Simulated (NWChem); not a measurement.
# M06-2X/def2-TZVP run of CH5BO (SMILES CBO)

Aim: the vertical ionisation energy of CH5BO at M06-2X/def2-TZVP, from 2 runs. 

The calculation is run with NWChem 7.3.0.

### 1 The system as given

CH5BO: 8 atoms, total charge 0, spin state singlet. As SMILES, `CBO`. The coordinates come from a PBE0-D4/def2-TZVP relaxation. This is one conformer, not always the lowest.

Bond lengths: C1–B2 1.559 Å, B2–O3 1.357 Å, C1–H4 1.092 Å, C1–H5 1.096 Å, C1–H6 1.096 Å, B2–H7 1.207 Å, O3–H8 0.960 Å. Angles: C1–B2–O3 119.4°, C1–B2–H7 121.8°, O3–B2–H7 118.7°, B2–C1–H4 113.4°, B2–C1–H5 110.2°, B2–C1–H6 110.2°, B2–O3–H8 113.1°, H4–C1–H5 108.7°, H4–C1–H6 108.7°, H5–C1–H6 105.3°.

### 2 The energy at M06-2X/def2-TZVP

Contents of run.nw:

```
start run
title "CH5BO M06-2X"
memory total 2200 mb
charge 0

geometry noautosym nocenter noautoz
 C       -0.618600       0.710300      -0.324600
 B        0.508800      -0.240100       0.180200
 O        0.240700      -1.558300       0.355600
 H       -1.568300       0.201200      -0.499400
 H       -0.308500       1.205100      -1.251900
 H       -0.780500       1.520100       0.395700
 H        1.620500       0.163100       0.420800
 H        0.998200      -2.058400       0.667700
end

basis spherical bse
 C library def2-TZVP
 B library def2-TZVP
 O library def2-TZVP
 H library def2-TZVP
end

dft
 xc m06-2x
 grid coarse
 convergence energy 1e-08
 iterations 100
 mulliken
 noprint "final vectors analysis"
end

task dft
```

The run is started by

```sh
$ nwchem run.nw > run.out
```

What it wrote (excerpt; [...] marks lines left out):

```text
[...]
          Wavefunction type:  closed shell.
          No. of atoms     :     8
          No. of electrons :    24
[...]
          Charge           :     0
          Spin multiplicity:     1
[...]
          AO basis - number of functions:   123
[...]
              XC Information
              --------------
                       M06-2X Method XC Functional
                     Hartree-Fock (Exact) Exchange  0.540
                        M06-2X Exchange Functional  1.000
                      M06-2X Correlation Potential  1.000
[...]
 d= 0,ls=0.0,diis     1   -141.1784637378 -2.08D+02  4.79D-03  4.77D-01     2.4
[...]
 d= 0,ls=0.0,diis     8   -141.2340267992 -3.98D-09  6.95D-07  5.72D-08    15.9
         Total DFT energy =     -141.234026799204
      One electron energy =     -322.804796630396
           Coulomb energy =      134.905372109500
    Exchange-Corr. energy =      -19.927207974161
 Nuclear repulsion energy =       66.592605695852
[...]
      Total Density - Mulliken Population Analysis
     ---------------------------------------------
    Atom       Charge   Shell Charges
 -----------   ------   -------------------------------------------------------
    1 C    6     6.47   0.85  1.12  0.51  0.64  0.15  1.35  1.37  0.47  0.01  0.02  0.00
    2 B    5     4.86   0.91  1.06  0.51  0.46  0.05  0.97  0.63  0.04  0.07  0.13  0.02
    3 O    8     8.41   0.79  1.18  0.59  0.87  0.31  1.91  1.92  0.83  0.00  0.02  0.00
    4 H    1     0.86   0.27  0.45  0.11  0.02
    5 H    1     0.86   0.27  0.45  0.12  0.02
    6 H    1     0.86   0.27  0.45  0.12  0.02
    7 H    1     1.02   0.27  0.50  0.25  0.01
    8 H    1     0.67   0.26  0.33  0.03  0.05
[...]
```

It took 17 s on 1 thread of AMD EPYC 7R13 (Zen 3), shared host; peak memory 0.11 GiB.

### 3 The doublet cation at the same level

Contents of ch5bo.nw:

```
start ch5bo
memory stack 880 mb heap 220 mb global 1100 mb
charge 1
geometry units au noautosym nocenter noautoz
  C   -1.16898458   1.34227247  -0.61340510
  B    0.96149265  -0.45372324   0.34052865
  O    0.45485708  -2.94476022   0.67198661
  H   -2.96365748   0.38021290  -0.94372923
  H   -0.58298051   2.27730895  -2.36574814
  H   -1.47493124   2.87257268   0.74776463
  H    3.06230118   0.30821433   0.79519675
  H    1.88632462  -3.88981225   1.26177013
end
basis spherical bse
  * library def2-TZVP
end
dft
  xc m06-2x
  mult 2
  grid coarse
  convergence energy 1e-08
  maxiter 100
  mulliken
  print low
end
task dft energy
```

The run is started by

```sh
$ nwchem ch5bo.nw > ch5bo.out
```

What it wrote (excerpt; [...] marks lines left out):

```text
[...]
 d= 0,ls=0.0,diis     1   -140.5919782396 -2.07D+02  4.77D-03  5.75D-01     2.9
[...]
 d= 0,ls=0.0,diis    13   -140.8174610745 -3.46D-09  1.86D-07  1.86D-10    32.5
[...]
         Total DFT energy =     -140.817461074464
      One electron energy =     -316.033987006878
           Coulomb energy =      128.176156357936
    Exchange-Corr. energy =      -19.552231335075
 Nuclear repulsion energy =       66.592600909553
[...]
      Total Density - Mulliken Population Analysis
     ---------------------------------------------
    Atom       Charge   Shell Charges
 -----------   ------   -------------------------------------------------------
    1 C    6     6.36   0.85  1.12  0.52  0.68  0.12  1.32  1.35  0.36  0.01  0.01  0.00
    2 B    5     4.79   0.92  1.06  0.56  0.49  0.02  0.91  0.59  0.02  0.06  0.14  0.03
    3 O    8     8.21   0.79  1.18  0.60  0.89  0.28  1.89  1.90  0.66  0.00  0.02  0.00
    4 H    1     0.75   0.26  0.42  0.05  0.02
    5 H    1     0.77   0.26  0.43  0.06  0.02
    6 H    1     0.77   0.26  0.43  0.06  0.02
    7 H    1     0.76   0.23  0.43  0.09  0.01
    8 H    1     0.59   0.24  0.29  0.01  0.05
[...]
      <S2> =      0.7560 (Exact =     0.7500)
[...]
```

Wall time 33 s (1 thread of AMD EPYC 7R13 (Zen 3), shared host); peak memory 0.12 GiB.

### 4 Summary of results

At M06-2X/def2-TZVP:

```
                                          quantity          value
                       singlet CH5BO: total energy  -141.23403 Eh
                      singlet CH5BO: dipole moment         1.13 D
                      doublet cation: total energy  -140.81746 Eh
                              doublet cation: ⟨S²⟩          0.756
vertical ionisation energy (to the doublet cation)      11.335 eV
```

**Reading.** The vertical ionisation energy comes to 11.34 eV (1094 kJ/mol). Mulliken charges (singlet CH5BO) run from -0.47 on C1 to +0.33 on H8; they depend strongly on the basis.
